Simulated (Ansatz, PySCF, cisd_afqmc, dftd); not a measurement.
System: SiH2, charge 0, singlet. SiH2 (SMILES [SiH2]).
B3LYP-D3(BJ)/def2-TZVP minimum from Ansatz (an electronic-structure program):
```xyz
3

Si     0.0052     0.0009     0.1327
H     -0.0342     1.0849    -0.9366
H     -0.0389    -1.0973    -0.9218
```

Quantity: enthalpy of formation at 298 K (by atomisation, with ideal-gas terms from PySCF's Hessian at B3LYP-D3(BJ)/def2-TZVP and the atoms' measured values of the G2/97 table; no spin-orbit terms), in kcal/mol. Radicals and triplets start from unrestricted determinants; spin-orbit coupling is neglected. Cores are frozen in correlated methods. Rows without X2C or -DK are non-relativistic. AFQMC is phaseless with a CISD trial state; ± is one standard error, without the phaseless bias. Outlying blocks are dropped, and bars are widened where a walk drifts. Over all cases where full CI ran beside it in this data, AFQMC minus full CI had a median of +0.1 mEh and passed +0.4 mEh in a tenth of the cases. CBS(X,Y): correlation extrapolated as X^-3, Hartree-Fock from the larger set (Q,5: extrapolated as (X+1)exp(-9√X)). A bracket is a step between two methods taken in the basis named. Functionals run without relativity, which enters their misses. 'core' is core correlation in cc-pwCVTZ (1s frozen past Ne), 'X2C' scalar relativity in cc-pVTZ-DK, both at CCSD(T). Full CI freezes restricted core orbitals, also for open shells; the composite that ends in it estimates full CI at the basis-set limit. Where a partner has so few electrons that a lower coupled-cluster level is exact, that level stands in. The restricted determinant of H2Si ([SiH2], singlet) is unstable towards broken spin symmetry in at least one set run.

Measured: 65.2 kcal/mol, 272.8 kJ/mol (G2/97 table in ASE (Curtiss et al.)); atomic spin-orbit terms, which the calculations lack, would raise the computed values.

| level | program | enthalpy of formation at 298 K (kcal/mol) | error against that value |
|---|---|---|---|
| HF/cc-pV(5+d)Z | Ansatz | 106.1 | 40.9 |
| r2SCAN-D3(BJ)/def2-TZVPD | Ansatz + dftd3 | 67.9 | 2.7 |
| MP2/cc-pV(D+d)Z | Ansatz | 81.1 | 15.9 |
| MP2/cc-pV(5+d)Z | Ansatz | 69.5 | 4.3 |
| CCSDT(Q)/cc-pV(T+d)Z | Ansatz | 66.6 | 1.4 |
| CCSDT(Q)/cc-pV(5+d)Z | Ansatz | 63.5 | -1.7 |
| CCSD(T)/CBS(cc-pV(Q+d)Z,cc-pV(5+d)Z) + [AFQMC/CISD - CCSD(T)]/cc-pV(T+d)Z + core + X2C | Ansatz + cisd_afqmc | 63.1 ± 0.1 | -2.1 |
| CCSD(T)/CBS(cc-pV(Q+d)Z,cc-pV(5+d)Z) + [CCSDT(Q) - CCSD(T)]/cc-pV(Q+d)Z + [CCSDTQ - CCSDT(Q)]/cc-pV(D+d)Z + core + X2C | Ansatz | 63.1 | -2.1 |
| CCSD(T)/CBS(cc-pV(Q+d)Z,cc-pV(5+d)Z) + [CCSDT(Q) - CCSD(T)]/cc-pV(5+d)Z + [FCI - CCSDT(Q)]/cc-pV(D+d)Z + core + X2C | Ansatz | 63.1 | -2.1 |
